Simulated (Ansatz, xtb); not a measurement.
## Relative energy of two isomers of C4H2F−

Structure a: `[C-]#C/C=C/F`, a singlet. Structure b: `[C-]#C/C=C\F`, a singlet. Both are isolated ions in the gas phase, relaxed with B3LYP-D3(BJ)/def2-SVPD.

Quicker runs give these differences E(b) − E(a): GFN2-xTB +0.186 eV; HF/STO-3G +0.047 eV (at GFN2-xTB geometries); r2SCAN-D4/def2-SVPD +0.030 eV (at GFN2-xTB geometries).

Problem. Estimate E(b) − E(a) at the level CCSD(T)/def2-SVPD + ΔMP2/def2-TZVPPD.

Solution. Calculated at CCSD(T)/def2-SVPD + ΔMP2/def2-TZVPPD: E(b) − E(a) = +0.050 eV, so structure a lies lower.

How the difference moves with the method:

```csv
level,geometry,E(b) − E(a) (eV),departure from the last row (eV),"job, with rough time for the two"
GFN2-xTB,GFN2-xTB,+0.186,+0.135,"optimisation, 0.097 s"
HF/STO-3G,GFN2-xTB,+0.047,−0.003,"single point, 0.2 s"
r2SCAN-D4/def2-SVPD,GFN2-xTB,+0.030,−0.020,"single point, 3.6 s"
B3LYP-D3(BJ)/def2-SVPD,B3LYP-D3(BJ)/def2-SVPD,+0.046,−0.005,"optimisation, 21 s"
HF/def2-SVPD,B3LYP-D3(BJ)/def2-SVPD,+0.059,+0.009,part of the CCSD(T) run
MP2/def2-SVPD,B3LYP-D3(BJ)/def2-SVPD,+0.049,−0.002,part of the CCSD(T) run
CCSD(T)/def2-SVPD,B3LYP-D3(BJ)/def2-SVPD,+0.057,+0.007,single point
CCSD(T)/def2-SVPD + ΔMP2/def2-TZVPPD,B3LYP-D3(BJ)/def2-SVPD,+0.050,,"single point, 37 s"
```

As drawn, both hold the same kinds of bond in the same numbers.

The levels shown agree on the order. The largest departure from CCSD(T)/def2-SVPD + ΔMP2/def2-TZVPPD is that of GFN2-xTB, 0.135 eV. The last row adds to CCSD(T) the change of the MP2 difference between the two basis sets, here −0.007 eV.

With harmonic frequencies from B3LYP-D3(BJ)/def2-SVPD (ideal gas, rigid rotor, one conformer each, 1000 K, 1 atm): the zero-point term adds +0.008 eV; ΔH is +0.051 and ΔG +0.054 eV.

The correlated steps freeze 5 core orbitals. Run with Ansatz 0.2.0, xtb 6.7.1; the last row on 2 threads of Arm Neoverse V1 on a shared host.
